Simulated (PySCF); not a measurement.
Molecule: SMILES C[PH](C)=S, C2H7PS.

Geometry:
```json
{"atom": "C1", "x (Å)": "-1.441", "y (Å)": "-0.146", "z (Å)": "0.406"}
{"atom": "P2", "x (Å)": "0.044", "y (Å)": "0.786", "z (Å)": "-0.086"}
{"atom": "C3", "x (Å)": "1.306", "y (Å)": "-0.483", "z (Å)": "-0.426"}
{"atom": "S4", "x (Å)": "0.590", "y (Å)": "2.188", "z (Å)": "1.141"}
{"atom": "H5", "x (Å)": "-1.704", "y (Å)": "-0.913", "z (Å)": "-0.338"}
{"atom": "H6", "x (Å)": "-2.271", "y (Å)": "0.563", "z (Å)": "0.526"}
{"atom": "H7", "x (Å)": "-1.243", "y (Å)": "-0.617", "z (Å)": "1.380"}
{"atom": "H8", "x (Å)": "-0.303", "y (Å)": "1.207", "z (Å)": "-1.404"}
{"atom": "H9", "x (Å)": "2.201", "y (Å)": "0.016", "z (Å)": "-0.821"}
{"atom": "H10", "x (Å)": "1.570", "y (Å)": "-0.966", "z (Å)": "0.526"}
{"atom": "H11", "x (Å)": "0.944", "y (Å)": "-1.234", "z (Å)": "-1.144"}
```

Geometry PBE0-D3(BJ)/def2-SVP throughout; GIAO in PySCF 2.14, gas phase, one conformer, non-relativistic; equivalent atoms averaged; functional PBE0.

(1) How do the absolute shieldings σ depend on the basis set? (ppm; last column core-seconds on 1 thread of an x86-64 server CPU, shared host)

(2) Which nucleus moves most, in ppm?

(3) Taking the largest basis, IGLO-III (228 functions), as the yardstick, rank the others by their worst heavy-atom deviation.

Answers

(1) 
| basis set | functions | C1/C3 | P2 | S4 | H8 | H5/H6/H7/H9/H10/H11 | core-s |
| --- | --- | --- | --- | --- | --- | --- | --- |
| pcSseg-0 | 58 | 171.1 | 401.3 | 745.8 | 26.23 | 31.56 | 4.4 |
| cc-pVDZ | 99 | 175.1 | 400.4 | 770.7 | 24.33 | 29.95 | 7.6 |
| aug-cc-pVDZ | 163 | 172.3 | 401.6 | 757.5 | 24.07 | 29.84 | 14 |
| cc-pVTZ | 226 | 164.8 | 347.2 | 746.3 | 24.00 | 29.82 | 22 |
| IGLO-III | 228 | 160.2 | 320.6 | 732.0 | 23.92 | 29.92 | 23 |

(2) P2 (phosphorus bonded to 2 C, S, H): from 320.6 ppm with IGLO-III to 401.6 ppm with aug-cc-pVDZ. The smallest spread is 1.73 ppm, at H5/H6/H7/H9/H10/H11. Proton shifts span only some 12 ppm, so a few tenths of a ppm matter as much there as several ppm in carbon.

(3) cc-pVTZ 26.7 ppm (226 functions), cc-pVDZ 79.8 ppm (99 functions), pcSseg-0 80.7 ppm (58 functions), aug-cc-pVDZ 81.1 ppm (163 functions).

A small basis that lands close on one nucleus may do so by chance; judge by the trend and by all nuclei.
